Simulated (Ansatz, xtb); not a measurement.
# Two isomers of C4H8O2

We compare a, `CO[C@@H]1C[C@@H]1O`, a singlet, with b, `CO[C@@H]1C[C@H]1O`, a singlet. Both are isolated molecules in the gas phase, relaxed with PBE-D3(BJ)/def2-SVP; the shapes shown needn't be the lowest conformers.

a (Å):

```yaml
atoms:
  - { symbol: C, position_ang: [-1.7476, -2.1845, 0.6278] }
  - { symbol: C, position_ang: [-0.9037, -0.6138, -0.8869] }
  - { symbol: C, position_ang: [0.1185, 0.4670, -1.1322] }
  - { symbol: C, position_ang: [-1.1773, 0.8033, -0.4142] }
  - { symbol: O, position_ang: [-0.5896, -1.5178, 0.1410] }
  - { symbol: O, position_ang: [-1.1806, 1.0278, 0.9618] }
  - { symbol: H, position_ang: [-2.4999, -1.4672, 1.0281] }
  - { symbol: H, position_ang: [-1.4206, -2.8621, 1.4399] }
  - { symbol: H, position_ang: [-2.2320, -2.7936, -0.1708] }
  - { symbol: H, position_ang: [-1.4612, -1.0540, -1.7377] }
  - { symbol: H, position_ang: [0.2754, 0.8120, -2.1661] }
  - { symbol: H, position_ang: [1.0285, 0.4227, -0.5116] }
  - { symbol: H, position_ang: [-1.9286, 1.4219, -0.9326] }
  - { symbol: H, position_ang: [-0.7393, 0.2398, 1.3455] }
```

b (Å):

```xyz
14

C    -0.0856   -2.4618   -0.1423
C    -1.5437   -0.6738   -0.4804
C    -1.7337    0.6674   -1.1328
C    -1.0653    0.5657    0.2308
O    -0.6218   -1.5359   -1.0661
O    -1.7566    0.9384    1.3844
H     0.6390   -3.0963   -0.6887
H    -0.8749   -3.1185    0.2962
H     0.4416   -1.9554    0.7010
H    -2.4405   -1.1533   -0.0344
H    -1.0941    0.8941   -1.9998
H    -2.7590    1.0665   -1.1718
H     0.0348    0.7099    0.2407
H    -1.7973    1.9127    1.3941
```

Quicker runs give these differences E(b) − E(a): GFN2-xTB +0.90 kcal/mol; HF/STO-3G −0.10 kcal/mol (at GFN2-xTB geometries); r2SCAN-D4/def2-SVP +0.02 kcal/mol (at GFN2-xTB geometries).

Task: Which of the two would you expect CCSD(T)/def2-SVP + ΔMP2/def2-TZVPP electronic energies to favour?

Result: CCSD(T)/def2-SVP + ΔMP2/def2-TZVPP gives E(b) − E(a) = −0.53 kcal/mol, slightly favouring structure b, which is too small a margin to settle the true order.

How the difference moves with the method:

```
                             level             geometry  E(b) − E(a) (kcal/mol)  departure from the last row (kcal/mol)  job, with rough time for the two
                          GFN2-xTB             GFN2-xTB                     +0.90                                   +1.43              optimisation, 0.11 s
                         HF/STO-3G             GFN2-xTB                     −0.10                                   +0.43              single point, 0.38 s
                r2SCAN-D4/def2-SVP             GFN2-xTB                     +0.02                                   +0.55               single point, 5.1 s
               PBE-D3(BJ)/def2-SVP  PBE-D3(BJ)/def2-SVP                     +0.30                                   +0.83                optimisation, 25 s
                       HF/def2-SVP  PBE-D3(BJ)/def2-SVP                     −2.15                                   −1.62           part of the CCSD(T) run
                      MP2/def2-SVP  PBE-D3(BJ)/def2-SVP                     −0.44                                   +0.09           part of the CCSD(T) run
                  CCSD(T)/def2-SVP  PBE-D3(BJ)/def2-SVP                     −0.40                                   +0.13                      single point
CCSD(T)/def2-SVP + ΔMP2/def2-TZVPP  PBE-D3(BJ)/def2-SVP                     −0.53                                                        single point, 74 s
```

As drawn, both hold the same kinds of bond in the same numbers.

The largest departure from CCSD(T)/def2-SVP + ΔMP2/def2-TZVPP is that of HF/def2-SVP, 1.62 kcal/mol. The last row adds to CCSD(T) the change of the MP2 difference between the two basis sets, here −0.13 kcal/mol.

With thermal terms from frequencies at re-optimised GFN2-xTB minima (ideal gas, soft modes damped towards free rotors, one conformer each, 298.15 K, 1 atm): on the last row, ΔE + ΔZPE = −0.84, ΔH = −0.69, ΔG = −1.02 kcal/mol.

The correlated steps freeze 6 core orbitals. Run with Ansatz 0.2.0, xtb 6.7.1; the last row on 2 threads of Arm Neoverse V2 on a shared host.
